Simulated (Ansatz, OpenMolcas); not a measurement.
# Si2H5O: a line through the functionals

Si2H5O has 8 atoms, charge 0, and is taken as a doublet. As SMILES, `[SiH2]O[SiH3]`. The shape is that of a PBE0-D4/def2-TZVP optimisation. This is one conformer, not always the lowest.

The electronic atomisation energy y, in eV, basis 6-311+G(d,p); a is the functional's share of exact exchange. Programs: Ansatz 0.2.0, OpenMolcas 26.06.

| functional | program | a | y (eV) |
| --- | --- | --- | --- |
| U-r2SCAN | Ansatz | 0 | 25.44 |
| UTPSS | OpenMolcas | 0 | 25.80 |
| UB3LYP | Ansatz | 0.2 | 25.13 |
| UPBE0 | Ansatz | 0.25 | ? |
| UBHLYP | Ansatz | 0.5 | 24.77 |

Fit y = c + s·a to the known rows and predict UPBE0.


1. Means of the 4 rows: a = 0.1750, y = 25.285.
2. Σ(Δa)² = 0.1675, Σ(Δa·Δy) = -0.2885, so the slope is -0.2885/0.1675 = -1.7224.
3. Intercept: 25.285 − (-1.7224) × 0.1750 = 25.586. The largest residual of the fit is 0.21.
4. UPBE0: 25.586 + (-1.7224) × 0.25 = 25.16 eV.

The run gave 24.79 eV, so the prediction is off by +0.37 eV, more than the largest residual. The rows mix families of semi-local functionals, which the line can't see.
